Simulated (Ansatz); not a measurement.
# ClH6Si2: the cost of one run

Method: RKS PBE0/def2-SVP, in Ansatz 0.2.0.

## Step 1: The structure to begin with

Bond lengths: Si2–Si3 2.299 Å, Si2–H4 1.478 Å, Si2–H5 1.439 Å, Si2–H6 1.482 Å, Si3–H7 1.479 Å, Si3–H8 1.466 Å, Si3–H9 1.469 Å. Angles: Si2–Si3–H7 113.8°, Si2–Si3–H8 116.1°, Si2–Si3–H9 115.0°, H7–Si3–H8 102.8°, H7–Si3–H9 102.2°, H8–Si3–H9 105.3°, Si3–Si2–H4 108.2°, Si3–Si2–H5 115.9°, Si3–Si2–H6 107.7°, H4–Si2–H5 111.9°, H4–Si2–H6 102.3°, H5–Si2–H6 110.0°.

Coordinates:

```xyz
9

Cl   -0.0053   -0.0088   -3.8704
Si   -0.6944    0.7335   -0.1483
Si    0.6805   -0.7217    0.9826
H    -0.2240    2.1095    0.1134
H    -0.8547    0.4808   -1.5562
H    -2.0150    0.7185    0.5233
H     0.8127   -0.4185    2.4243
H     2.0746   -0.7744    0.5331
H     0.2258   -2.1189    0.9983
```

## Step 2: Relaxing the start

The input, input.yaml:

```yaml
crystal:
  periodic: [false, false, false]
  atoms:
    - { symbol: Cl, position_ang: [-0.0053, -0.0088, -3.8704] }
    - { symbol: Si, position_ang: [-0.6944, 0.7335, -0.1483] }
    - { symbol: Si, position_ang: [0.6805, -0.7217, 0.9826] }
    - { symbol: H, position_ang: [-0.224, 2.1095, 0.1134] }
    - { symbol: H, position_ang: [-0.8547, 0.4808, -1.5562] }
    - { symbol: H, position_ang: [-2.015, 0.7185, 0.5233] }
    - { symbol: H, position_ang: [0.8127, -0.4185, 2.4243] }
    - { symbol: H, position_ang: [2.0746, -0.7744, 0.5331] }
    - { symbol: H, position_ang: [0.2258, -2.1189, 0.9983] }
total_charge: -1
basis:
  gaussian: { orbitals: def2-SVP }
hamiltonian:
  xc: pbe0
relax:
  f_tol: 0.02
  max_steps: 40
scf:
  lower_state_search: "off"
output:
  orbitals: {}
```

Command:

```console
> ansatz run input.yaml --threads 2 --pin off --max-ram 3072MiB --backend cpu --events-out ev --progress --plain --runs-dir out
```

Q: Estimate wall time and peak memory on 2 threads of Arm Neoverse N1, shared host.

About 13 s, with a peak of 0.14 GiB.
